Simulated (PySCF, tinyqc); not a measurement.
Inside a calculation. Method: CISD on RHF in the sto-3g basis, for HF, spin multiplicity 1. The lowest restricted solution is unstable here: a spin-polarised one lies 0.0316 hartree lower (PySCF). Computed by tinyqc, a small Python program that keeps every step (integrals from PySCF). Settings: charge = 0, multiplicity = 1, basis = sto-3g, method = RHF, energy threshold = 1e-10, iteration cap = 88, orthogonalisation = symmetric, start = Wolfsberg-Helmholz matrix, DIIS depth = 6, ci = CISD, davidson = 1. Command: `OMP_NUM_THREADS=1 python tinyqc.py 30928 30929 out.jsonl` (the two numbers bound the seeds that draw the settings). One thread of a shared host (Intel(R) Xeon(R) Processor @ 2.60GHz), about 0.1 s of CPU time with the checks. The early iterations of the SCF are left out here.

## One-electron integrals

Geometry (angstrom):
```
atom         x         y         z
F     0.000000  0.000000  0.000000
H     0.000000  0.000000  1.406000
```

Basis sto-3g: exponents (1/bohr^2) and contraction coefficients of normalised primitives:
```
element  l (shell)    exponent  coefficient
F            s (1)  166.679130     0.154329
F            s (1)   30.360812     0.535328
F            s (1)    8.216821     0.444635
F            s (2)    6.464803    -0.099967
F            s (2)    1.502281     0.399513
F            s (2)    0.488588     0.700115
F            p (3)    6.464803     0.155916
F            p (3)    1.502281     0.607684
F            p (3)    0.488588     0.391957
H            s (1)    3.425251     0.154329
H            s (1)    0.623914     0.535328
H            s (1)    0.168855     0.444635
```

Overlap, kinetic and nuclear-attraction integrals over the contracted functions; the nuclear repulsion is the sum of Za Zb / Rab.

nuclear repulsion = 3.38733634 hartree

overlap S:
```
           1F 1s     1F 2s    1F 2px    1F 2py    1F 2pz     2H 1s
1F 1s   1.000000  0.237990  0.000000  0.000000  0.000000  0.015714
1F 2s   0.237990  1.000000  0.000000  0.000000  0.000000  0.195151
1F 2px  0.000000  0.000000  1.000000  0.000000  0.000000  0.000000
1F 2py  0.000000  0.000000  0.000000  1.000000  0.000000  0.000000
1F 2pz  0.000000  0.000000  0.000000  0.000000  1.000000  0.178493
2H 1s   0.015714  0.195151  0.000000  0.000000  0.178493  1.000000
```

kinetic energy T (hartree):
```
            1F 1s      1F 2s    1F 2px    1F 2py    1F 2pz      2H 1s
1F 1s   36.984577  -0.212858  0.000000  0.000000  0.000000  -0.005017
1F 2s   -0.212858   1.037995  0.000000  0.000000  0.000000  -0.007847
1F 2px   0.000000   0.000000  3.248015  0.000000  0.000000   0.000000
1F 2py   0.000000   0.000000  0.000000  3.248015  0.000000   0.000000
1F 2pz   0.000000   0.000000  0.000000  0.000000  3.248015   0.036003
2H 1s   -0.005017  -0.007847  0.000000  0.000000  0.036003   0.760032
```

nuclear attraction V (hartree):
```
             1F 1s       1F 2s      1F 2px      1F 2py      1F 2pz      2H 1s
1F 1s   -77.385950   -9.266381    0.000000    0.000000   -0.006405  -0.626439
1F 2s    -9.266381  -11.917529    0.000000    0.000000   -0.080051  -1.594667
1F 2px    0.000000    0.000000  -11.812845    0.000000    0.000000   0.000000
1F 2py    0.000000    0.000000    0.000000  -11.812845    0.000000   0.000000
1F 2pz   -0.006405   -0.080051    0.000000    0.000000  -11.849627  -1.226704
2H 1s    -0.626439   -1.594667    0.000000    0.000000   -1.226704  -4.593527
```

core Hamiltonian H = T + V (hartree):
```
             1F 1s       1F 2s     1F 2px     1F 2py     1F 2pz      2H 1s
1F 1s   -40.401374   -9.479239   0.000000   0.000000  -0.006405  -0.631456
1F 2s    -9.479239  -10.879534   0.000000   0.000000  -0.080051  -1.602513
1F 2px    0.000000    0.000000  -8.564831   0.000000   0.000000   0.000000
1F 2py    0.000000    0.000000   0.000000  -8.564831   0.000000   0.000000
1F 2pz   -0.006405   -0.080051   0.000000   0.000000  -8.601612  -1.190701
2H 1s    -0.631456   -1.602513   0.000000   0.000000  -1.190701  -3.833496
```

## Two-electron integrals

Functions are numbered as in S; the eight-fold symmetry (ij|kl) = (ji|kl) = (kl|ij) leaves the list below.

Two-electron integrals (ij|kl) in chemists' order, unique and non-zero (hartree):
```
(11|11) 5.403501   (21|11) 0.841920   (21|21) 0.156299   (22|11) 1.268028
(22|21) 0.292344   (22|22) 0.926167   (31|31) 0.027998   (32|31) 0.043169
(32|32) 0.204588   (33|11) 1.264502   (33|21) 0.292403   (33|22) 0.925959
(33|33) 0.997514   (41|41) 0.027998   (42|41) 0.043169   (42|42) 0.204588
(43|43) 0.053770   (44|11) 1.264502   (44|21) 0.292403   (44|22) 0.925959
(44|33) 0.889973   (44|44) 0.997514   (51|51) 0.027998   (52|51) 0.043169
(52|52) 0.204588   (53|53) 0.053770   (54|54) 0.053770   (55|11) 1.264502
(55|21) 0.292403   (55|22) 0.925959   (55|33) 0.889973   (55|44) 0.889973
(55|55) 0.997514   (61|11) 0.056240   (61|21) 0.010361   (61|22) 0.019287
(61|33) 0.019261   (61|44) 0.019261   (61|51) 0.000391   (61|52) 0.000743
(61|55) 0.019341   (61|61) 0.000693   (62|11) 0.163438   (62|21) 0.038278
(62|22) 0.138048   (62|33) 0.136002   (62|44) 0.136002   (62|51) 0.002543
(62|52) 0.021239   (62|55) 0.142002   (62|61) 0.002574   (62|62) 0.026916
(63|31) 0.003747   (63|32) 0.023226   (63|53) 0.004300   (63|63) 0.003759
(64|41) 0.003747   (64|42) 0.023226   (64|54) 0.004300   (64|64) 0.003759
(65|11) 0.120332   (65|21) 0.028518   (65|22) 0.110323   (65|33) 0.105907
(65|44) 0.105907   (65|51) 0.005353   (65|52) 0.038809   (65|55) 0.119029
(65|61) 0.001982   (65|62) 0.026551   (65|65) 0.029831   (66|11) 0.374031
(66|21) 0.088973   (66|22) 0.370999   (66|33) 0.361097   (66|44) 0.361097
(66|51) 0.006116   (66|52) 0.073484   (66|55) 0.390583   (66|61) 0.005994
(66|62) 0.100034   (66|65) 0.116129   (66|66) 0.774606
```

## Orthogonalisation

S = U s U^T; symmetric (Loewdin) form X = U s^(-1/2) U^T, so that X^T S X = 1.

eigenvalues of S: 0.675699  0.864032  1.000000  1.000000  1.120414  1.339855

X:
```
            1F 1s      1F 2s    1F 2px    1F 2py     1F 2pz      2H 1s
1F 1s    1.022426  -0.125339  0.000000  0.000000  -0.001716   0.010639
1F 2s   -0.125339   1.038046  0.000000  0.000000   0.014148  -0.104427
1F 2px   0.000000   0.000000  1.000000  0.000000   0.000000   0.000000
1F 2py   0.000000   0.000000  0.000000  1.000000   0.000000   0.000000
1F 2pz  -0.001716   0.014148  0.000000  0.000000   1.012602  -0.093421
2H 1s    0.010639  -0.104427  0.000000  0.000000  -0.093421   1.027919
```

## Iteration 6 (converged): orbitals

converged F (hartree):
```
             1F 1s      1F 2s     1F 2px     1F 2py     1F 2pz      2H 1s
1F 1s   -25.923931  -6.626398   0.000000   0.000000  -0.011948  -0.447445
1F 2s    -6.626398  -3.012332   0.000000   0.000000  -0.007997  -0.472446
1F 2px    0.000000   0.000000  -0.465267   0.000000   0.000000   0.000000
1F 2py    0.000000   0.000000   0.000000  -0.465267   0.000000   0.000000
1F 2pz   -0.011948  -0.007997   0.000000   0.000000  -0.179585  -0.362067
2H 1s    -0.447445  -0.472446   0.000000   0.000000  -0.362067  -0.214394
```

Diagonalise F' = X^T F X, C = X C', fill 5 alpha and 5 beta electrons from the bottom; D = 2 C_occ C_occ^T. Each column has its largest component positive (the first on a tie).

F' = X^T F X (hartree):
```
            1          2          3          4          5          6
1  -25.457159  -3.385837   0.000000   0.000000  -0.024106  -0.014324
2   -3.385837  -1.839658   0.000000   0.000000   0.042142  -0.234826
3    0.000000   0.000000  -0.465267   0.000000   0.000000   0.000000
4    0.000000   0.000000   0.000000  -0.465267   0.000000   0.000000
5   -0.024106   0.042142   0.000000   0.000000  -0.116948  -0.349230
6   -0.014324  -0.234826   0.000000   0.000000  -0.349230  -0.088113
```

orbital energies (hartree): MO1 -25.933070, MO2 -1.404439, MO3 -0.465267, MO4 -0.465267, MO5 -0.435589, MO6 0.271218

coefficients C:
```
              MO1        MO2       MO3        MO4        MO5        MO6
1F 1s    0.995047  -0.260721  0.000000   0.000000   0.038068   0.040473
1F 2s    0.020174   1.010807  0.000000   0.000000  -0.192036  -0.212929
1F 2px   0.000000   0.000000  0.994231  -0.107263   0.000000   0.000000
1F 2py   0.000000   0.000000  0.107263   0.994231   0.000000   0.000000
1F 2pz   0.000831   0.010997  0.000000   0.000000   0.686680  -0.750094
2H 1s   -0.002192   0.076327  0.000000   0.000000   0.622100   0.826754
```

D after iteration 6:
```
            1F 1s      1F 2s    1F 2px    1F 2py     1F 2pz      2H 1s
1F 1s    2.119088  -0.501550  0.000000  0.000000   0.048201   0.003202
1F 2s   -0.501550   2.118030  0.000000  0.000000  -0.241469  -0.084716
1F 2px   0.000000   0.000000  2.000000  0.000000   0.000000   0.000000
1F 2py   0.000000   0.000000  0.000000  2.000000   0.000000   0.000000
1F 2pz   0.048201  -0.241469  0.000000  0.000000   0.943302   0.856042
2H 1s    0.003202  -0.084716  0.000000  0.000000   0.856042   0.785679
```

Within a degenerate level the vectors are fixed only up to a rotation; this is one choice.

## Convergence

Stop when the energy changes by less than 1e-10 hartree and every element of the error matrix X^T (F D S - S D F) X is below 3e-06.

Course of the cycle:
```
iteration   E (hartree)     change  largest element of the error matrix
1          -98.07603163          -                             4.17e-01
2          -98.44250199  -3.66e-01                             1.10e-01
3          -98.44965267  -7.15e-03                             5.53e-03
4          -98.44969465  -4.20e-05                             8.96e-04
5          -98.44969526  -6.10e-07                             8.09e-06
6          -98.44969526  -4.32e-11                             1.00e-07
```

PySCF RHF in the same basis = -98.44969526 hartree

Converged in 6 iterations.

## Integrals over molecular orbitals

(pq|rs) = sum C_ip C_jq C_kr C_ls (ij|kl), one index at a time.

one-electron integrals over orbitals h = C^T H C (hartree):
```
            1          2          3          4          5          6
1  -40.384311   0.728233   0.000000   0.000000  -0.099780  -0.111037
2    0.728233  -9.115216   0.000000   0.000000   0.418059   0.620906
3    0.000000   0.000000  -8.564831   0.000000   0.000000   0.000000
4    0.000000   0.000000   0.000000  -8.564831   0.000000   0.000000
5   -0.099780   0.418059   0.000000   0.000000  -6.504211   2.412961
6   -0.111037   0.620906   0.000000   0.000000   2.412961  -5.882386
```

Two-electron integrals over orbitals (pq|rs), unique and non-zero (hartree):
```
(11|11) 5.364951    (21|11) -0.526429   (21|21) 0.081392    (22|11) 1.243853
(22|21) -0.023433   (22|22) 0.881294    (31|31) 0.029519    (32|31) 0.040372
(32|32) 0.191653    (33|11) 1.264030    (33|21) -0.015273   (33|22) 0.900524
(33|33) 0.997514    (41|41) 0.029519    (42|41) 0.040372    (42|42) 0.191653
(43|43) 0.053770    (44|11) 1.264030    (44|21) -0.015273   (44|22) 0.900524
(44|33) 0.889973    (44|44) 0.997514    (51|11) 0.076154    (51|21) -0.011558
(51|22) 0.004490    (51|33) 0.002259    (51|44) 0.002259    (51|51) 0.016015
(52|11) -0.099202   (52|21) 0.003748    (52|22) -0.044521   (52|33) -0.055796
(52|44) -0.055796   (52|51) 0.020434    (52|52) 0.123869    (53|31) -0.005306
(53|32) -0.021661   (53|53) 0.032065    (54|41) -0.005306   (54|42) -0.021661
(54|54) 0.032065    (55|11) 0.849454    (55|21) -0.008051   (55|22) 0.664124
(55|33) 0.650001    (55|44) 0.650001    (55|51) -0.001255   (55|52) -0.006829
(55|55) 0.645476    (61|11) 0.081846    (61|21) -0.012982   (61|22) 0.002772
(61|33) 0.002447    (61|44) 0.002447    (61|51) -0.013305   (61|52) -0.022351
(61|55) 0.003782    (61|61) 0.018041    (62|11) -0.119314   (62|21) 0.003338
(62|22) -0.066488   (62|33) -0.066745   (62|44) -0.066745   (62|51) -0.019904
(62|52) -0.085011   (62|55) -0.019241   (62|61) 0.019591    (62|62) 0.091309
(63|31) -0.005412   (63|32) -0.022344   (63|53) -0.024156   (63|63) 0.028141
(64|41) -0.005412   (64|42) -0.022344   (64|54) -0.024156   (64|64) 0.028141
(65|11) -0.444152   (65|21) 0.007322    (65|22) -0.262725   (65|33) -0.265325
(65|44) -0.265325   (65|51) 0.001193    (65|52) 0.067996    (65|55) -0.084536
(65|61) -0.003918   (65|62) 0.027490    (65|65) 0.252661    (66|11) 0.815667
(66|21) -0.008666   (66|22) 0.621754    (66|33) 0.608617    (66|44) 0.608617
(66|51) 0.008060    (66|52) 0.036328    (66|55) 0.631293    (66|61) -0.005979
(66|62) -0.046057   (66|65) -0.030273   (66|66) 0.652519
```

## CISD: determinants and Hamiltonian

Hartree-Fock energy = -98.44969526 hartree

Slater-Condon rules over spin orbitals, with the nuclear repulsion added and E(HF) subtracted on the diagonal. Only determinants linked to the reference directly or through others are kept (one block of an abelian symmetry group), so some states are absent.

Occupation strings over the orbitals (2 doubly, a alpha, b beta, 0 empty; spin orbitals ordered 1a 1b 2a 2b ...): 222220 2222ab 2a222b a2222b 2222ba 2b222a b2222a 222202 2a22b2 a222b2 222022 220222 2b22a2 202222 ab2222 b222a2 ba2222 022222

H - E(HF) between determinants (hartree):
```
           222220     2222ab     2a222b     a2222b     2222ba     2b222a     b2222a     222202
222220   0.000000   0.000000   0.000000   0.000000   0.000000   0.000000   0.000000   0.252661
2222ab   0.000000   0.328175  -0.008838  -0.011978  -0.252661  -0.027490   0.003918   0.054263
2a222b   0.000000  -0.008838   1.145212   0.028256  -0.027490  -0.091309  -0.019591  -0.067996
a2222b   0.000000  -0.011978   0.028256  25.406663   0.003918  -0.019591  -0.018041  -0.001193
2222ba   0.000000  -0.252661  -0.027490   0.003918   0.328175  -0.008838  -0.011978  -0.054263
2b222a   0.000000  -0.027490  -0.091309  -0.019591  -0.008838   1.145212   0.028256   0.067996
b2222a   0.000000   0.003918  -0.019591  -0.018041  -0.011978   0.028256  25.406663   0.001193
222202   0.252661   0.054263  -0.067996  -0.001193  -0.054263   0.067996   0.001193   0.691758
2a22b2  -0.027490   0.067996  -0.232452   0.007322  -0.026817   0.085011   0.019904   0.051995
a222b2   0.003918   0.001193   0.007322  -0.413879  -0.009760   0.022351   0.013305   0.021292
222022   0.028141   0.024156   0.022344   0.005412  -0.024156  -0.022344  -0.005412   0.032065
220222   0.028141   0.024156   0.022344   0.005412  -0.024156  -0.022344  -0.005412   0.032065
2b22a2   0.027490  -0.026817   0.085011   0.019904   0.067996  -0.232452   0.007322  -0.051995
202222   0.091309   0.085011   0.020431  -0.003338  -0.085011  -0.020431   0.003338   0.123869
ab2222  -0.019591  -0.019904   0.003338  -0.073257   0.022351  -0.008751   0.012982  -0.020434
b222a2  -0.003918  -0.009760   0.022351   0.013305   0.001193   0.007322  -0.413879  -0.021292
ba2222   0.019591   0.022351  -0.008751   0.012982  -0.019904   0.003338  -0.073257   0.020434
022222   0.018041   0.013305   0.012982  -0.087825  -0.013305  -0.012982   0.087825   0.016015

           2a22b2     a222b2     222022     220222     2b22a2     202222     ab2222     b222a2
222220  -0.027490   0.003918   0.028141   0.028141   0.027490   0.091309  -0.019591  -0.003918
2222ab   0.067996   0.001193   0.024156   0.024156  -0.026817   0.085011  -0.019904  -0.009760
2a222b  -0.232452   0.007322   0.022344   0.022344   0.085011   0.020431   0.003338   0.022351
a2222b   0.007322  -0.413879   0.005412   0.005412   0.019904  -0.003338  -0.073257   0.013305
2222ba  -0.026817  -0.009760  -0.024156  -0.024156   0.067996  -0.085011   0.022351   0.001193
2b222a   0.085011   0.022351  -0.022344  -0.022344  -0.232452  -0.020431  -0.008751   0.007322
b2222a   0.019904   0.013305  -0.005412  -0.005412   0.007322   0.003338   0.012982  -0.413879
222202   0.051995   0.021292   0.032065   0.032065  -0.051995   0.123869  -0.020434  -0.021292
2a22b2   1.536982   0.028871   0.021661   0.021661  -0.123869   0.089687   0.003748  -0.020434
a222b2   0.028871  25.789850   0.005306   0.005306  -0.020434  -0.003748  -0.144368  -0.016015
222022   0.021661   0.005306   0.744815   0.053770  -0.021661   0.191653  -0.040372  -0.005306
220222   0.021661   0.005306   0.053770   0.744815  -0.021661   0.191653  -0.040372  -0.005306
2b22a2  -0.123869  -0.020434  -0.021661  -0.021661   1.536982  -0.089687   0.015547   0.028871
202222   0.089687  -0.003748   0.191653   0.191653  -0.089687   2.580730  -0.013490   0.003748
ab2222   0.003748  -0.144368  -0.040372  -0.040372   0.015547  -0.013490  27.010826   0.011558
b222a2  -0.020434  -0.016015  -0.005306  -0.005306   0.028871   0.003748   0.011558  25.789850
ba2222   0.015547   0.011558   0.040372   0.040372   0.003748   0.013490  -0.081392  -0.144368
022222   0.011558  -0.056117   0.029519   0.029519  -0.011558   0.081392   0.489507   0.056117

           ba2222     022222
222220   0.019591   0.018041
2222ab   0.022351   0.013305
2a222b  -0.008751   0.012982
a2222b   0.012982  -0.087825
2222ba  -0.019904  -0.013305
2b222a   0.003338  -0.012982
b2222a  -0.073257   0.087825
222202   0.020434   0.016015
2a22b2   0.015547   0.011558
a222b2   0.011558  -0.056117
222022   0.040372   0.029519
220222   0.040372   0.029519
2b22a2   0.003748  -0.011558
202222   0.013490   0.081392
ab2222  -0.081392   0.489507
b222a2  -0.144368   0.056117
ba2222  27.010826  -0.489507
022222  -0.489507  55.199461
```

## CISD: roots

Diagonalise (each vector has its largest component positive (the first on a tie)); all determinants have Ms = 0, so triplets appear too. The lowest singlet root is the correlation energy.

lowest roots of this matrix, relative to E(HF) (hartree): -0.087130  0.073194  0.542920  0.691044  0.713117  0.804965  1.001528  1.082436

lowest vectors:
```
           root 1     root 2     root 3     root 4
222220   0.948367   0.000000  -0.123387   0.000000
2222ab   0.026047   0.706464   0.668537   0.000000
2a222b  -0.010180   0.023280  -0.069862   0.000000
a2222b   0.000038   0.000241   0.000535   0.000000
2222ba  -0.026047   0.706464  -0.668537   0.000000
2b222a   0.010180   0.023280   0.069862   0.000000
b2222a  -0.000038   0.000241  -0.000535   0.000000
222202  -0.311662   0.000000  -0.262645   0.000000
2a22b2   0.022295  -0.019156  -0.064167   0.000000
a222b2   0.000060   0.000218   0.000062   0.000000
222022  -0.016782   0.000000  -0.042064   0.707107
220222  -0.016782   0.000000  -0.042064  -0.707107
2b22a2  -0.022295  -0.019156   0.064167   0.000000
202222  -0.018569   0.000000  -0.019310   0.000000
ab2222   0.000449  -0.000044   0.000640   0.000000
b222a2  -0.000060   0.000218  -0.000062   0.000000
ba2222  -0.000449  -0.000044  -0.000640   0.000000
022222  -0.000199   0.000000  -0.000083   0.000000
```

<S^2> of these roots: 0.000000  2.000000  0.000000  0.000000  0.000000  0.000000  2.000000  0.000000

weight of the ground state by excitation level 0, 1, 2, ...: 0.899400  0.001564  0.099036

With one virtual orbital singles and doubles already span the full space. The reference has a weight of only 0.90: one determinant is a poor start here.

## The lowest root by the Davidson method

Start from the reference; add the residual divided by (theta - H_ii), orthogonalised, at each step.

Davidson iterations:
```
iteration  subspace  lowest Ritz value (hartree)  residual norm
1                 1                            0       2.76e-01
2                 2                  -0.08469338       6.21e-02
3                 3                  -0.08706171       9.23e-03
4                 4                  -0.08712838       1.65e-03
5                 5                  -0.08713030       2.22e-04
6                 6                  -0.08713034       1.18e-05
7                 7                  -0.08713034       8.69e-07
8                 8                  -0.08713034       2.99e-08
```
